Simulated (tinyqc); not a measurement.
Inside a calculation (part 2 of 2). Method: ROHF in the sto-6g basis, for OH+, spin multiplicity 3. Computed by tinyqc, a small Python program that keeps every step (integrals from PySCF). Command: `OMP_NUM_THREADS=1 python tinyqc.py 27746 27747 out.jsonl` (the two numbers bound the seeds that draw the settings). One thread of a shared host (Intel(R) Xeon(R) Processor @ 2.60GHz), about 0.08 s of CPU time with the checks.

Geometry (angstrom):
```
atom       x       y       z
O     0.0000  0.0000  0.0000
H     0.0000  0.0000  1.2130
```

## Iteration 3: DIIS over 2 matrices

error matrix X^T (FDS - SDF) X:
```
        1        2       3       4        5        6
1  0.0000  -0.0002  0.0000  0.0000   0.0000  -0.0009
2  0.0002   0.0000  0.0000  0.0000  -0.0038   0.0150
3  0.0000   0.0000  0.0000  0.0000   0.0000   0.0000
4  0.0000   0.0000  0.0000  0.0000   0.0000   0.0000
5  0.0000   0.0038  0.0000  0.0000   0.0000   0.0207
6  0.0009  -0.0150  0.0000  0.0000  -0.0207   0.0000
```

B (overlaps of the stored error matrices):
```
               1              2
1  7.5762807e-02  9.9392717e-03
2  9.9392717e-03  1.3333823e-03
```

Minimise |sum c_i e_i|^2 with sum c_i = 1: solve [B -1; -1 0][c; lambda] = [0; -1] with B_ij = tr e_i^T e_j, and take F = sum c_i F_i.

DIIS coefficients: -0.1504  1.1504

extrapolated F (hartree):
```
           1O 1s    1O 2s   1O 2px   1O 2py   1O 2pz    2H 1s
1O 1s   -21.3627  -5.1404   0.0000   0.0000  -0.0148  -0.6898
1O 2s    -5.1404  -2.8781   0.0000   0.0000  -0.0761  -0.8198
1O 2px    0.0000   0.0000  -0.6955   0.0000   0.0000   0.0000
1O 2py    0.0000   0.0000   0.0000  -0.6955   0.0000   0.0000
1O 2pz   -0.0148  -0.0761   0.0000   0.0000  -0.9621  -0.5950
2H 1s    -0.6898  -0.8198   0.0000   0.0000  -0.5950  -0.7248
```

## Iteration 3: diagonalisation and new density

X:
```
          1O 1s    1O 2s  1O 2px  1O 2py   1O 2pz    2H 1s
1O 1s    1.0215  -0.1247  0.0000  0.0000  -0.0045   0.0163
1O 2s   -0.1247   1.0698  0.0000  0.0000   0.0435  -0.1904
1O 2px   0.0000   0.0000  1.0000  0.0000   0.0000   0.0000
1O 2py   0.0000   0.0000  0.0000  1.0000   0.0000   0.0000
1O 2pz  -0.0045   0.0435  0.0000  0.0000   1.0387  -0.1701
2H 1s    0.0163  -0.1904  0.0000  0.0000  -0.1701   1.0861
```

Diagonalise F' = X^T F X, C = X C', fill 5 alpha and 3 beta electrons from the bottom; D(s) = C_occ C_occ^T. Each column has its largest component positive (the first on a tie).

F' = X^T F X (hartree):
```
          1        2        3        4        5        6
1  -21.0447  -2.4889   0.0000   0.0000  -0.0255  -0.0733
2   -2.4889  -1.9784   0.0000   0.0000   0.0198  -0.3449
3    0.0000   0.0000  -0.6955   0.0000   0.0000   0.0000
4    0.0000   0.0000   0.0000  -0.6955   0.0000   0.0000
5   -0.0255   0.0198   0.0000   0.0000  -0.8483  -0.4119
6   -0.0733  -0.3449   0.0000   0.0000  -0.4119  -0.4313
```

orbital energies (hartree): MO1 -21.3650, MO2 -1.7512, MO3 -1.0665, MO4 -0.6955, MO5 -0.6955, MO6 -0.1201

coefficients C:
```
            MO1      MO2      MO3     MO4      MO5      MO6
1O 1s    0.9973  -0.2406   0.0552  0.0000   0.0000   0.0605
1O 2s    0.0117   0.9831  -0.2822  0.0000   0.0000  -0.3896
1O 2px   0.0000   0.0000   0.0000  0.1146   0.9934   0.0000
1O 2py   0.0000   0.0000   0.0000  0.9934  -0.1146   0.0000
1O 2pz   0.0014   0.0994   0.8152  0.0000   0.0000  -0.6598
2H 1s   -0.0023   0.0960   0.3802  0.0000   0.0000   1.0446
```

D(alpha) after iteration 3:
```
          1O 1s    1O 2s  1O 2px  1O 2py   1O 2pz    2H 1s
1O 1s    1.0556  -0.2405  0.0000  0.0000   0.0224  -0.0044
1O 2s   -0.2405   1.0463  0.0000  0.0000  -0.1324  -0.0129
1O 2px   0.0000   0.0000  1.0000  0.0000   0.0000   0.0000
1O 2py   0.0000   0.0000  0.0000  1.0000   0.0000   0.0000
1O 2pz   0.0224  -0.1324  0.0000  0.0000   0.6744   0.3195
2H 1s   -0.0044  -0.0129  0.0000  0.0000   0.3195   0.1538
```

D(beta) after iteration 3:
```
          1O 1s    1O 2s  1O 2px  1O 2py   1O 2pz    2H 1s
1O 1s    1.0556  -0.2405  0.0000  0.0000   0.0224  -0.0044
1O 2s   -0.2405   1.0463  0.0000  0.0000  -0.1324  -0.0129
1O 2px   0.0000   0.0000  0.0000  0.0000   0.0000   0.0000
1O 2py   0.0000   0.0000  0.0000  0.0000   0.0000   0.0000
1O 2pz   0.0224  -0.1324  0.0000  0.0000   0.6744   0.3195
2H 1s   -0.0044  -0.0129  0.0000  0.0000   0.3195   0.1538
```

Within a degenerate level the vectors are fixed only up to a rotation; this is one choice.

## Iteration 7 (converged): orbitals

converged F (hartree):
```
           1O 1s    1O 2s   1O 2px   1O 2py   1O 2pz    2H 1s
1O 1s   -21.3612  -5.1401   0.0000   0.0000  -0.0149  -0.6898
1O 2s    -5.1401  -2.8772   0.0000   0.0000  -0.0761  -0.8199
1O 2px    0.0000   0.0000  -0.6947   0.0000   0.0000   0.0000
1O 2py    0.0000   0.0000   0.0000  -0.6947   0.0000   0.0000
1O 2pz   -0.0149  -0.0761   0.0000   0.0000  -0.9620  -0.5942
2H 1s    -0.6898  -0.8199   0.0000   0.0000  -0.5942  -0.7249
```

As before.

F' = X^T F X (hartree):
```
          1        2        3        4        5        6
1  -21.0433  -2.4890   0.0000   0.0000  -0.0256  -0.0732
2   -2.4890  -1.9774   0.0000   0.0000   0.0197  -0.3451
3    0.0000   0.0000  -0.6947   0.0000   0.0000   0.0000
4    0.0000   0.0000   0.0000  -0.6947   0.0000   0.0000
5   -0.0256   0.0197   0.0000   0.0000  -0.8485  -0.4110
6   -0.0732  -0.3451   0.0000   0.0000  -0.4110  -0.4316
```

orbital energies (hartree): MO1 -21.3635, MO2 -1.7503, MO3 -1.0659, MO4 -0.6947, MO5 -0.6947, MO6 -0.1210

coefficients C:
```
            MO1      MO2      MO3      MO4     MO5      MO6
1O 1s    0.9973  -0.2406   0.0552   0.0000  0.0000   0.0606
1O 2s    0.0117   0.9829  -0.2822   0.0000  0.0000  -0.3900
1O 2px   0.0000   0.0000   0.0000   0.8017  0.5977   0.0000
1O 2py   0.0000   0.0000   0.0000  -0.5977  0.8017   0.0000
1O 2pz   0.0014   0.0994   0.8156   0.0000  0.0000  -0.6594
2H 1s   -0.0023   0.0964   0.3796   0.0000  0.0000   1.0448
```

D(alpha) after iteration 7:
```
          1O 1s    1O 2s  1O 2px  1O 2py   1O 2pz    2H 1s
1O 1s    1.0556  -0.2404  0.0000  0.0000   0.0225  -0.0045
1O 2s   -0.2404   1.0459  0.0000  0.0000  -0.1325  -0.0124
1O 2px   0.0000   0.0000  1.0000  0.0000   0.0000   0.0000
1O 2py   0.0000   0.0000  0.0000  1.0000   0.0000   0.0000
1O 2pz   0.0225  -0.1325  0.0000  0.0000   0.6750   0.3192
2H 1s   -0.0045  -0.0124  0.0000  0.0000   0.3192   0.1534
```

D(beta) after iteration 7:
```
          1O 1s    1O 2s  1O 2px  1O 2py   1O 2pz    2H 1s
1O 1s    1.0556  -0.2404  0.0000  0.0000   0.0225  -0.0045
1O 2s   -0.2404   1.0459  0.0000  0.0000  -0.1325  -0.0124
1O 2px   0.0000   0.0000  0.0000  0.0000   0.0000   0.0000
1O 2py   0.0000   0.0000  0.0000  0.0000   0.0000   0.0000
1O 2pz   0.0225  -0.1325  0.0000  0.0000   0.6750   0.3192
2H 1s   -0.0045  -0.0124  0.0000  0.0000   0.3192   0.1534
```

Within a degenerate level the vectors are fixed only up to a rotation; this is one choice.

## Convergence

Stop when the energy changes by less than 1e-10 hartree and every element of the error matrix X^T (F D S - S D F) X is below 3e-06.

Course of the cycle:
```
iteration  E (hartree)     change  largest element of the error matrix
1           -74.390426          -                             4.76e-01
2           -74.720879  -3.30e-01                             1.69e-01
3           -74.740774  -1.99e-02                             2.07e-02
4           -74.741079  -3.05e-04                             7.77e-04
5           -74.741080  -6.88e-07                             1.52e-04
6           -74.741080  -1.55e-08                             5.30e-06
7           -74.741080  -1.71e-11                             1.09e-08
```

PySCF ROHF in the same basis = -74.741080 hartree

Converged in 7 iterations.

## Populations, bond orders and dipole

overlap S:
```
         1O 1s   1O 2s  1O 2px  1O 2py  1O 2pz   2H 1s
1O 1s   1.0000  0.2311  0.0000  0.0000  0.0000  0.0307
1O 2s   0.2311  1.0000  0.0000  0.0000  0.0000  0.3264
1O 2px  0.0000  0.0000  1.0000  0.0000  0.0000  0.0000
1O 2py  0.0000  0.0000  0.0000  1.0000  0.0000  0.0000
1O 2pz  0.0000  0.0000  0.0000  0.0000  1.0000  0.2970
2H 1s   0.0307  0.3264  0.0000  0.0000  0.2970  1.0000
```

Mulliken: Z minus the diagonal of D S on the atom; Loewdin: the same with S^(1/2) D S^(1/2); Mayer order: 2 sum_s sum (D(s) S)_ij (D(s) S)_ji over the two atoms.

Charges (e):
```
atom  Mulliken  Loewdin  Mulliken spin
1O      0.4880   0.5483         2.0000
2H      0.5120   0.4517         0.0000
```

Mayer bond orders:
```
pair   order
2-1   0.7378
```

dipole moment about the origin, x y z (debye): 0.0000  0.0000  3.3236
